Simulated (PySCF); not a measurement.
Below is a simulated gas-phase C 1s photoelectron spectrum of `C(=C=C)C=O`.

Every computed line was given a Gaussian of 0.8 eV full width at half maximum and an area set by the number of equivalent atoms; the highest printed point is 100. Level of theory: delta-SCF UKS SCAN, pcX-2 on the ionised atom, pcseg-1 elsewhere, spin-free X2C (PySCF 2.14.0).

binding energy (eV), intensity and a bar:
```
    290.0          0 
    290.1          1 
    290.2          2 #
    290.3          4 #
    290.4          8 ###
    290.5         15 #####
    290.6         26 ########
    290.7         40 ############
    290.8         57 #################
    290.9         74 ######################
    291.0         89 ###########################
    291.1         98 #############################
    291.2        100 ##############################
    291.3         94 ############################
    291.4         81 ########################
    291.5         65 ###################
    291.6         48 ##############
    291.7         32 ##########
    291.8         20 ######
    291.9         12 ###
    292.0          6 ##
    292.1          3 #
    292.2          1 
    292.3          1 
    292.4          1 
    292.5          1 
    292.6          3 #
    292.7          5 #
    292.8          9 ###
    292.9         14 ####
    293.0         19 ######
    293.1         25 ########
    293.2         31 #########
    293.3         34 ##########
    293.4         34 ##########
    293.5         32 #########
    293.6         27 ########
    293.7         21 ######
    293.8         15 ####
    293.9         10 ###
    294.0          6 ##
    294.1          3 #
    294.2          2 
    294.3          1 
    294.4          0 
    294.5          0
```

Count the maxima, the lines and the sites behind this envelope.

The curve has 2 maxima (at 291.2 and 293.4 eV). Under it lie 4 lines from 4 inequivalent carbon sites. At this width some lines have no maximum of their own.

Decompose the envelope and assign each component. Numbering: `[CH2:1]=[C:2]=[CH:3][CH:4]=[O:5]`.

| position (eV) | relative area | line | atoms | environment |
| --- | --- | --- | --- | --- |
| 291.10 | 1 | C 1s | C1 | outer carbon of cumulated double bonds |
| 291.14 | 1 | C 1s | C3 | outer carbon of cumulated double bonds |
| 291.28 | 1 | C 1s | C2 | central carbon of cumulated double bonds |
| 293.36 | 1 | C 1s | C4 | aldehyde carbon |

What are the centre and the root-mean-square width of the whole band?

The area-weighted mean of the lines is 291.72 eV. Their own spread about it is 0.95 eV (rms) and each Gaussian has σ = 0.8/2.355 = 0.34 eV; the variances add, which gives 1.01 eV.

Lowest listed C 1s: C1, bonded to C (double bond) and 2 H. Highest, 2.26 eV above it: C4, bonded to O (double bond), C and H. The widest gap between neighbouring values is 2.08 eV, between 291.28 and 293.36 eV. Summing the Pauling electronegativity differences to the bonded atoms, each weighted by its formal bond order, gives -0.70 for the lowest site and +1.43 for the highest; no listed site has a larger sum than the highest. The values 291.10 and 291.14 eV lie too close for their order to be trusted.

Shake-up satellites, vibrational structure and lifetime widths aren't simulated. Spin contamination (⟨S²⟩ against 0.75 for a pure doublet) is marked for C 1s of C2 (0.94), which makes this value less certain. The structure is a single PBE0-D3(BJ)/def2-SVP conformer in the gas phase; no vibrational or solvent corrections.

The run took 24 s of wall time on an Arm Neoverse V1 with one thread (shared host).

Conformer computed: `[CH2:1]=[C:2]=[CH:3][CH:4]=[O:5]`: C2–C3–C4–O5 0°.
